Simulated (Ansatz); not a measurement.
A nudged elastic band was laid between two geometries of CH5OS (8 atoms, charge 1, multiplicity 1).

Level of theory: Ansatz, RKS PBE/def2-TZVP.

```
movable images  : 9
climbing image  : yes
spring          : 5.0 eV/Å²
optimiser       : quadratic models (default)
start path      : through a guess of the saddle point
force threshold : 0.05 eV/Å
iteration limit : 60
end points      : relaxed
```

Image 0:

```xyz
8
Properties=species:S:1:pos:R:3
C -0.747 0.864 -0.432
S -0.058 0.183 1.047
O 0.977 -1.159 0.295
H -1.423 0.177 -0.955
H -0.003 1.342 -1.080
H -1.370 1.671 0.018
H 0.691 -2.049 0.608
H 1.933 -1.029 0.499
```

Image 10:

```xyz
8
Properties=species:S:1:pos:R:3
C -0.693 0.801 -0.401
S -0.090 0.235 1.168
O 1.008 -1.152 0.711
H -1.340 0.081 -0.917
H 0.079 1.245 -1.042
H -1.344 1.632 -0.046
H 0.561 -1.937 0.319
H 1.818 -0.905 0.208
```

Q: What changes between the two ends?

A: No bond is made or broken. The height of O3 over the plane of its neighbours goes from -0.36 to 0.28 Å.

Q: Give the energies along the band, and the barrier.

A: The forces met the threshold. The highest image is number 7 of 0 to 10, 0.102 eV above the first end and 0.023 eV above the last; the last end lies 0.079 eV above the first. A vibrational analysis at the climbing image gives one clearly imaginary mode, 438i cm⁻¹: a first-order saddle point.

```csv
image,path coordinate (Å),energy (eV),height of O3 over the plane of its neighbours (Å)
0,0.00,0.000,-0.36
1,0.07,0.002,-0.35
2,0.13,0.010,-0.31
3,0.20,0.030,-0.25
4,0.27,0.055,-0.18
5,0.34,0.080,-0.11
6,0.40,0.097,-0.03
7,0.47,0.102,0.04
8,0.57,0.093,0.15
9,0.68,0.082,0.24
10,0.78,0.079,0.28
```

Q: What is the geometry of the highest image?

A: 
```xyz
8
Properties=species:S:1:pos:R:3:forces:R:3
C -0.723 0.836 -0.416 -0.01 0.01 -0.01
S -0.085 0.224 1.119 0.00 0.00 0.01
O 0.977 -1.128 0.577 0.00 0.00 0.00
H -1.380 0.128 -0.935 0.00 0.00 0.00
H 0.039 1.292 -1.060 0.00 0.00 0.00
H -1.363 1.658 -0.022 0.00 0.00 0.00
H 0.626 -2.031 0.425 0.00 0.00 0.00
H 1.909 -0.978 0.312 0.00 0.00 0.00
```

Q: What are the harmonic wavenumbers there?

A: 438i, 232, 251, 322, 549, 673, 801, 908, 955, 1278, 1339, 1408, 1549, 2907, 3026, 3099, 3548, 3663 cm⁻¹.

Time of the run: 81 s on 2 threads of AMD EPYC 7R13 Processor (Zen 3) (shared host), peak memory 0.21 GiB.
